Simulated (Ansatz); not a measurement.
Cost and result for the atomization energy of C3H8O2, SMILES `CC(O)CO` (13 atoms, 12 bonds).

| atom | x (Å) | y (Å) | z (Å) |
| --- | --- | --- | --- |
| C1 | -0.513 | 0.357 | 1.256 |
| C2 | -0.480 | -0.528 | 0.022 |
| O3 | -1.490 | -0.163 | -0.895 |
| C4 | 0.870 | -0.514 | -0.678 |
| O5 | 1.133 | 0.748 | -1.267 |
| H6 | -1.503 | 0.322 | 1.713 |
| H7 | 0.223 | 0.033 | 1.999 |
| H8 | -0.311 | 1.401 | 0.999 |
| H9 | -0.693 | -1.561 | 0.318 |
| H10 | -1.136 | 0.575 | -1.405 |
| H11 | 0.852 | -1.228 | -1.503 |
| H12 | 1.669 | -0.808 | 0.015 |
| H13 | 1.379 | 1.365 | -0.573 |

The species carries charge 0 and has multiplicity 1. The geometry is a stationary point of PBE0-D4/def2-TZVP. It is one conformer, not always the lowest. Program: Ansatz. Hardware: A = 2 threads of an AMD EPYC 7R13 on a shared host; B = 2 threads of an AMD EPYC 7R13 on a shared host and a share of an NVIDIA H100 80 GB. Times are those of one run each, without the atoms' runs, and a repeat can differ threefold. Electronic energies, without spin–orbit coupling; frozen cores. CCSD(T)/CBS adds CCSD(T) − MP2 in def2-TZVPP to the MP2 limit, and its time is that of the two runs behind it. T1 = 0.010. B3LYP takes the VWN-RPA correlation (the form of Gaussian; ORCA's B3LYP/G).

CCSD(T)/CBS is a level of theory with its own doubt, some kJ/mol a heavy atom from the limit and from the frozen cores, so smaller differences don't rank the functionals.

| level | functions | wall time | atomization (kcal/mol) | difference from CCSD(T)/CBS | per bond |
| --- | --- | --- | --- | --- | --- |
| PBE0-D4/def2-TZVPP [A] | 267 | 9.5 s | 1208.7 | 0.7 | 0.1 |
| PBE-D4/def2-TZVPP (with forces) [A] | 267 | 16 s | 1232.7 | 24.7 | 2.1 |
| r2SCAN-D4/def2-TZVPP (with forces) [A] | 267 | 16 s | 1207.4 | -0.6 | 0.0 |
| B2PLYP/def2-TZVPP [A] | 267 | 17 s | 1193.0 | -15.0 | -1.3 |
| B3LYP-D4/def2-TZVPP (with forces) [A] | 267 | 17 s | 1203.9 | -4.1 | -0.3 |
| CCSD(T)/def2-TZVPP [B] | 267 | 18 s | 1178.1 | -29.9 | -2.5 |
| MP2/def2-QZVPP [B] | 525 | 24 s | 1214.8 | 6.8 | 0.6 |
| ωB97X-V/def2-TZVPP [A] | 267 | 29 s | 1206.9 | -1.1 | -0.1 |
| ωB97M-V/def2-TZVPP (with forces) [A] | 267 | 36 s | 1209.4 | 1.4 | 0.1 |
| CCSD(T)/CBS(def2) | – | 41 s | 1208.0 | 0.0 | 0.0 |

In def2-TZVPP, CCSD(T) changes the Hartree–Fock value by +311.0 kcal/mol (the triples alone add +17.1 kcal/mol) and MP2 by +330.1 kcal/mol; breaking electron pairs costs correlation energy, which Hartree–Fock lacks. From PBE to PBE0 (25 % exact exchange), in def2-TZVPP and without D4, the atomization energy moves by −23.1 kcal/mol: exact exchange takes away binding that semilocal exchange gives to molecules. The D4 term adds +8.0 kcal/mol with B3LYP and +4.2 kcal/mol with PBE0; it sums over pairs of atoms, weighted by their polarisabilities, and B3LYP, whose exchange is more repulsive, gets the larger term.
